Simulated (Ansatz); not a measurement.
A nudged elastic band was laid between two geometries of C3H5NS (10 atoms, charge 0, multiplicity 1).

All numbers below come from RKS B3LYP/6-31G* (Ansatz 0.2.0).

| Quantity | Value |
| --- | --- |
| movable images | 5 |
| climbing image | yes |
| spring | 5.0 eV/Å² |
| optimiser | quadratic models (default) |
| start path | through a guess of the saddle point |
| force threshold | 0.05 eV/Å |
| iteration limit | 60 |
| end points | relaxed |

Image 0:

```xyz
10
Properties=species:S:1:pos:R:3
C -1.329 -0.967 -0.441
C -0.185 -0.086 -0.073
N 0.937 -0.415 0.464
C 1.497 0.935 0.511
S -0.040 1.694 -0.270
H -2.236 -0.671 0.098
H -1.079 -2.001 -0.186
H -1.541 -0.901 -1.514
H 2.386 1.060 -0.113
H 1.673 1.300 1.526
```

Image 6:

```xyz
10
Properties=species:S:1:pos:R:3
C -1.326 -0.965 -0.451
C -0.192 -0.091 -0.040
N 1.070 -0.316 -0.146
C 1.511 0.945 0.447
S -0.257 1.533 0.725
H -1.956 -0.462 -1.195
H -1.959 -1.212 0.409
H -0.928 -1.888 -0.883
H 2.059 1.587 -0.247
H 2.060 0.818 1.384
```

Problem. Which bonds break or form, and what moves?

Solution. No bond is made or broken. The dihedral H7–C1–C2–S5 goes from 180 to -60°. The two ends are copies of one structure, up to a mirror image or an exchange of like atoms.

Problem. Give the energies along the band, and the barrier.

Solution. It converged. The highest image is number 3 of 0 to 6, 0.053 eV above the ends, which have the same energy within 2 meV. A vibrational analysis at the climbing image gives one clearly imaginary mode, 143i cm⁻¹: a first-order saddle point.

| image | path coordinate (Å) | energy (eV) | dihedral H7–C1–C2–S5 (°) |
| --- | --- | --- | --- |
| 0 | 0.00 | 0.000 | 180 |
| 1 | 0.49 | 0.013 | -162 |
| 2 | 0.97 | 0.039 | -142 |
| 3 | 1.46 | 0.053 | -121 |
| 4 | 1.94 | 0.039 | -100 |
| 5 | 2.43 | 0.012 | -79 |
| 6 | 2.91 | 0.000 | -60 |

Problem. What is the geometry of the highest image?

Solution. 
```xyz
10
Properties=species:S:1:pos:R:3
C -1.331 -0.963 -0.449
C -0.190 -0.082 -0.053
N 1.048 -0.398 0.106
C 1.510 0.938 0.476
S -0.218 1.673 0.317
H -2.268 -0.403 -0.501
H -1.444 -1.776 0.277
H -1.134 -1.413 -1.429
H 2.212 1.373 -0.239
H 1.897 1.000 1.496
```

Problem. What are the harmonic wavenumbers there?

Solution. 143i, 252, 312, 502, 549, 639, 730, 911, 984, 1043, 1063, 1115, 1157, 1256, 1428, 1488, 1502, 1507, 1676, 3062, 3097, 3125, 3152, 3163 cm⁻¹.

The band took 6 iterations and roughly 2.6 core-minutes.

Run time: 2.7 min on 1 CPU thread of a shared host.
